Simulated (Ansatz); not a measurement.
hcp Os, treated with r²SCAN (Ansatz, an electronic-structure program, plane waves, PAW).

A relaxed, unreconstructed slab of the (0001) face has 6 atoms, two equal faces of 6.493 Å² each and an energy of -68383.2235 eV. A bulk cell of 2 atoms with the same orientation and in-plane k mesh has -22795.2636 eV. Energies are extrapolated to zero smearing.

Numerical settings: plane-wave cutoff 500 eV, 24×24×1 k mesh (along the axes of the cell as run), Fermi–Dirac smearing 0.1 eV, scalar-relativistic PAW data made under PBE.

Worked out: γ = (E_slab − N E_bulk per atom)/2A = [-68383.2235 − 6 × (-22795.2636/2)]/(2 × 6.493) = 0.1977 eV/Å². With 16.022 J/m² per eV/Å² this is 3.17 J/m², or 1.28 eV per surface cell and face.
